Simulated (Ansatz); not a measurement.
A calculation on double-hcp La returned lattice constant a 3.594 Å, lattice parameter c 11.522 Å.

For reference: lattice constant a 3.774 Å (measured, 293 K, no zero-point or thermal correction; as tabulated in Wikipedia's data pages); lattice parameter c 12.171 Å (measured, 293 K, no zero-point or thermal correction; as tabulated in Wikipedia's data pages).

### Question
Which level of theory produced these numbers?
(A) PBE0 (Ansatz, an electronic-structure program)
(B) PBEsol+SOC (Ansatz)
(C) PBE-D3(BJ) (Ansatz)
(D) LDA (Ansatz)

### Answer
D, LDA (Ansatz)

The others give: PBEsol+SOC 3.660 Å, 11.727 Å; PBE0 3.849 Å, 12.176 Å; PBE-D3(BJ) 3.673 Å, 11.797 Å.

Unless a cell is named, each level is at its own relaxed cell (LDA 32.21, PBE-D3(BJ) 34.46, PBE0 39.06, PBEsol+SOC 34.00 Å³/atom).

Ansatz's density-functional and Hartree–Fock values are scalar-relativistic unless marked +SOC, with PAW data made under PBE.
